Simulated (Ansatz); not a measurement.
# CF2 (SMILES F[C]F) at B2PLYP/def2-TZVPP

Aim: the vertical singlet–triplet gap of CF2 at B2PLYP/def2-TZVPP, from 2 runs. 

The results are computed with Ansatz 0.2.0.

31 further runs of the same task are left out: 31 set aside as unsound or not needed.

**1. The molecule**

CF2: 3 atoms, total charge 0, spin state singlet. As SMILES, `F[C]F`. Geometry: relaxed at PBE0-D4/def2-TZVP.

Bond lengths: F1–C2 1.296 Å, C2–F3 1.296 Å. Angles: F1–C2–F3 104.7°.

**2. A single-point energy at B2PLYP/def2-TZVPP**

The input, run.yaml:

```yaml
crystal:
  periodic: [false, false, false]
  atoms:
    - {symbol: F, position_ang: [0.316310, 0.971410, 0.281600]}
    - {symbol: C, position_ang: [0.382340, -0.318520, 0.175150]}
    - {symbol: F, position_ang: [-0.698640, -0.652890, -0.456750]}
basis:
  gaussian: {orbitals: def2-TZVPP}
total_charge: 0
hamiltonian: {xc: {name: B2PLYP}}
correlation: {frozen_orbitals: {C: 1, F: 1}}
accuracy: high
output: {orbitals: {seedname: orbitals}}
```

Started as:

```bash
$ ansatz run run.yaml --threads 1 --pin off --max-ram 3480MiB --events-out events.jsonl --progress --plain --runs-dir runs
```

What it wrote:

```text
Warning: RAYON_NUM_THREADS=1 ignored (pool sized by the plan → 1); use --threads N
Functional definition: B2PLYP
  name "B2PLYP"
  parameter a = 0.53
  parameter c = 0.27
  exchange = (1 - a)*b88_x + a*exact_x
  correlation = (1 - c)*lyp_c + c*(mp2_os + mp2_ss)
1489 factors; integrals over basis functions are off by at most 3.6e-9 eV
mean field evaluation 1: about -6460.6870 eV, gradient 2.9e1 eV
mean field evaluation 2: about -6460.6873 eV, gradient 2.9e1 eV
mean field evaluation 4: about -6461.7914 eV, gradient 1.8e0 eV
mean field evaluation 8: about -6461.7998 eV, gradient 1.2e-2 eV
mean field evaluation 16: about -6461.7998 eV, gradient 8.2e-7 eV
mean field -6461.79981880 eV, -237.4667633757 hartree, gradient 1.4e-8 eV, S^2 0.000000; 0 other end points of the search recorded, 0 dependent functions left out
3 core orbitals not correlated: weight in the atoms' cores, before any rotation towards them, 1.000 or more for the frozen orbitals, at most 0.000 for the correlated occupied ones
reference -6461.79983411 eV, -237.4667639384 hartree; 9, 9 occupied and 81, 81 virtual orbitals, 1489 factors
second order -20.57358983 eV of doubles, -0.00000000 eV of singles
Total energy: -6467.35470337 eV, -237.6709016183 hartree
```

Run time: 1.6 s. Hardware: 1 thread of AMD EPYC 9R45 (Zen 5), shared host; peak memory 0.21 GiB.

**3. The triplet, same level**

The input, in.yaml:

```yaml
crystal:
  periodic: [false, false, false]
  atoms:
    - {symbol: F, position_ang: [0.316310, 0.971410, 0.281600]}
    - {symbol: C, position_ang: [0.382340, -0.318520, 0.175150]}
    - {symbol: F, position_ang: [-0.698640, -0.652890, -0.456750]}
basis:
  gaussian: {orbitals: def2-TZVPP}
magnetization: {spin_polarized: true, initial_magnetization: 2}
hamiltonian: {xc: {name: B2PLYP}}
correlation: {frozen_orbitals: {C: 1, F: 1}}
accuracy: high
output: {orbitals: {seedname: orbitals}}
```

Started as:

```bash
$ ansatz run in.yaml --threads 1 --pin off --max-ram 3480MiB --events-out events.jsonl --progress --plain --runs-dir runs
```

What it wrote (excerpt; [...] marks lines left out):

```text
Warning: RAYON_NUM_THREADS=1 ignored (pool sized by the plan → 1); use --threads N
[... 2 set-up lines as earlier in the session ...]
[...]
1489 factors; integrals over basis functions are off by at most 3.6e-9 eV
[...]
mean field -6459.49207858 eV, -237.3819554869 hartree, gradient 4.8e-8 eV, S^2 2.005010; 0 other end points of the search recorded, 0 dependent functions left out
3 core orbitals not correlated: weight in the atoms' cores, before any rotation towards them, 1.000 or more for the frozen orbitals, at most 0.000 for the correlated occupied ones
reference -6459.49209489 eV, -237.3819560861 hartree; 10, 8 occupied and 80, 82 virtual orbitals, 1489 factors
second order -19.24540826 eV of doubles, -0.00000000 eV of singles
Total energy: -6464.68835512 eV, -237.5729151274 hartree
```

Wall time 2.5 s (1 thread of AMD EPYC 9R45 (Zen 5), shared host); peak memory 0.27 GiB.

**4. What came out**

Level: B2PLYP/def2-TZVPP, 3 core orbitals frozen.

```
                                                         quantity          value
                                            singlet: total energy  -237.67090 Eh
                       singlet: HOMO energy (SCF part's orbitals)      -10.41 eV
                       singlet: LUMO energy (SCF part's orbitals)       -0.55 eV
                     singlet: HOMO–LUMO gap (SCF part's orbitals)        9.86 eV
                                            triplet: total energy  -237.57292 Eh
triplet: HOMO energy (SCF part's orbitals) (highest over α and β)       -7.93 eV
 triplet: LUMO energy (SCF part's orbitals) (lowest over α and β)       -2.84 eV
                                                    triplet: ⟨S²⟩          2.005
                 vertical energy of the triplet above the singlet       2.666 eV
```

**Reading.** At this shape the triplet lies 2.67 eV (61 kcal/mol) above the singlet.
